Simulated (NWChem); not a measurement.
Species: CH cation, singlet

Results from NWChem. Low-valent species are run as closed-shell singlets; no triplet was tried in these runs. Structure relaxed at the PBE0-D3(BJ)/def2-TZVP level. Vertical excitations in the gas phase.

Task: Predict the results for PBE/def2-TZVPD, TDA. Quantities: lowest excitation, singlet (eV); oscillator strength of that lowest state; lowest state with f > 0.02, singlet (eV); oscillator strength of that bright state; orbital gap (eV).

Result: 
```json
{
  "lowest excitation, singlet (eV)": "3.04",
  "oscillator_strength_of_that_lowest_state": "0.010",
  "lowest state with f > 0.02, singlet (eV)": "12.26",
  "oscillator_strength_of_that_bright_state": "0.296",
  "orbital gap (eV)": "2.15"
}
```
